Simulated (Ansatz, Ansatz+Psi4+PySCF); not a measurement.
```xyz
3

C     0.0000    0.0000    0.0000
O     0.0000    0.0000    1.1787
O     0.0000    0.0000   -1.1787
```

Basis set: cc-pVTZ (spherical functions). Frozen core: 3 orbitals. Charge 0, multiplicity 1.

Computed with Ansatz (development build ahead of 0.2.0); free ground-state atoms in the same class of orbitals, no zero-point energy, no relativity.

The atomization energy of singlet CO₂ from measured heats of formation, zero-point and thermal terms removed is 16.881 eV (G2/97 set, Curtiss et al., J. Chem. Phys. 106, 1063 (1997), as shipped with ASE); it holds spin-orbit and other relativistic effects.

Q: How far do RHF-CCSD(T), RHF-CCSD, RHF-MP2 miss it in this basis?

A:

```json
{"method": "RHF-CCSD(T)", "atomization energy (eV)": "16.278", "computed − measured (eV)": "-0.603"}
{"method": "RHF-CCSD", "atomization energy (eV)": "15.697", "computed − measured (eV)": "-1.184"}
{"method": "RHF-MP2", "atomization energy (eV)": "17.401", "computed − measured (eV)": "0.520"}
```
